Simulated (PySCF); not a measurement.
## F2: input and log

State: ¹Σg⁺ (singlet), closed shell.

An equivalent input (the run itself took its basis sets from the Basis Set Exchange, started from a PBE0 density and held the occupation σ 5α 5β, πx 2α 2β, πy 2α 2β):

```python
from pyscf import gto, dft
mol = gto.M(atom='F 0 0 0; F 0 0 1.378', basis={'F': 'def2-SVP'},
            charge=0, spin=0, verbose=4, symmetry='C2v')
mf = dft.UKS(mol, xc='M06')
mf.grids.atom_grid = (80, 434)
mf.grids.prune = dft.gen_grid.treutler_prune
mf.irrep_nelec = {'A1': (5, 5), 'B1': (2, 2), 'B2': (2, 2)}
mf.conv_tol = 1e-9
mf.max_cycle = 60
mf.diis_space = 10
mf.kernel()
```

The log (some set-up lines and the per-cycle HOMO/LUMO lines removed):

```
******** <class 'pyscf.dft.uks_symm.SymAdaptedUKS'> ********
method = SymAdaptedUKS
damping factor = 0
level_shift factor = 0
DIIS = <class 'pyscf.scf.diis.CDIIS'>
diis_start_cycle = 1
diis_space = 10
diis_damp = 0
SCF conv_tol = 1e-09
SCF conv_tol_grad = None
SCF max_cycles = 60
number electrons alpha = 9  beta = 9
Set gradient conv threshold to 3.16228e-05
init E= -199.275224507648
cycle= 1 E= -199.275338560831  delta_E= -0.000114  |g|= 0.00312  |ddm|= 0.0106
cycle= 2 E= -199.275339769359  delta_E= -1.21e-06  |g|= 0.00256  |ddm|= 0.00334
cycle= 3 E= -199.275341741105  delta_E= -1.97e-06  |g|= 6e-05  |ddm|= 0.00151
cycle= 4 E= -199.275341742362  delta_E= -1.26e-09  |g|= 1.94e-05  |ddm|= 4.98e-05
cycle= 5 E= -199.275341742462  delta_E= -9.99e-11  |g|= 3.68e-07  |ddm|= 9.73e-06
Extra cycle  E= -199.275341742462  delta_E= -2.84e-14  |g|= 1.56e-07  |ddm|= 2.25e-07
converged SCF energy = -199.275341742462  <S^2> = -5.3290705e-15  2S+1 = 1
```

Repeating this along the bond gives Re = 1.377 Å and ωe = 1057 cm⁻¹.

A point of this curve took 0.18 CPU seconds beside 0.011 for the integrals (shared host).
